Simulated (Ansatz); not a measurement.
**AlN₂H (triplet): from Hartree-Fock to the top rungs at a displaced geometry (v1), cc-pVDZ**

One table from this session's results is given with a row withheld; the runs are named, their logs left out.

The runs use Ansatz 0.2.0, Gaussian basis; cc-pVDZ, core rule «outside noble gas», up to 7 orbitals frozen.

Plan: UHF; CCSD(T) on ROHF; CCSD(T) on UHF; BCCD(T) on ROHF; CISD; CCSDT(Q) on ROHF; CCSDT(Q) on UHF.

26 further runs of the same task are left out: 6 for a known fault of the program, 12 that didn't finish, 8 set aside as unsound or not needed.

## What is computed

The geometry is a PBE0/def2-TZVP stationary point (not a proven minimum) with its atoms shifted at random (size 0.040 Å).

4 atoms, charge 0, spin multiplicity 3.

Atoms are counted from 1 here; the program's logs count them from 0.

Bond lengths: Al1–N2 1.885 Å, N2–N3 1.297 Å, N2–H4 1.027 Å. Angles: Al1–N2–N3 131.8°, Al1–N2–H4 118.9°, N3–N2–H4 109.3°.

The first run:

in.yaml reads:

```yaml
crystal:
  periodic: [false, false, false]
  atoms:
    - {symbol: Al, position_ang: [-0.010578, -0.085675, 1.220133]}
    - {symbol: N, position_ang: [-0.011411, 0.390874, -0.604141]}
    - {symbol: N, position_ang: [0.036553, -0.325489, -1.684533]}
    - {symbol: H, position_ang: [-0.066224, 1.384813, -0.857496]}
basis:
  gaussian: {orbitals: cc-pVDZ}
magnetization: {spin_polarized: true, initial_magnetization: 2}
hamiltonian: {xc: hf}
output: {orbitals: {seedname: orbitals}}
```

Run with:

```bash
$ ansatz run in.yaml --threads 1 --pin off --events-out ev --progress --plain --max-ram 2393MiB
```

Steps of the session up to this table: UHF; CCSD(T) on ROHF; CCSD(T) on UHF; BCCD(T) on ROHF; CISD; CCSDT(Q) on ROHF; CCSDT(Q) on UHF.

One of the session's tables, all rows but one given; the rest of the session is left out.

```
   method  from UCCSDT(Q) (kcal/mol)
     ROHF                    +234.72
      UHF                    +228.48
     RMP2                     +29.55
     UMP2                          ?
     CISD                     +32.18
    RCCSD                      +8.43
    UCCSD                      +8.31
 RCCSD(T)                      +1.46
 UCCSD(T)                      +1.46
  BCCD(T)                      +1.34
   RCCSDT                      +0.73
   UCCSDT                      +0.70
RCCSDT(Q)                      +0.09
UCCSDT(Q)                          0
```

Estimate the missing values for UMP2.

The run gave: from UCCSDT(Q) (kcal/mol): +30.47. In the column «from UCCSDT(Q) (kcal/mol)» it lies between RMP2 (+29.55) and CISD (+32.18).

Caveats from the session: Restricted and unrestricted rows rest on different reference determinants; where their highest levels disagree by more than a few hundredths of an eV, they describe different states and don't form one ladder.
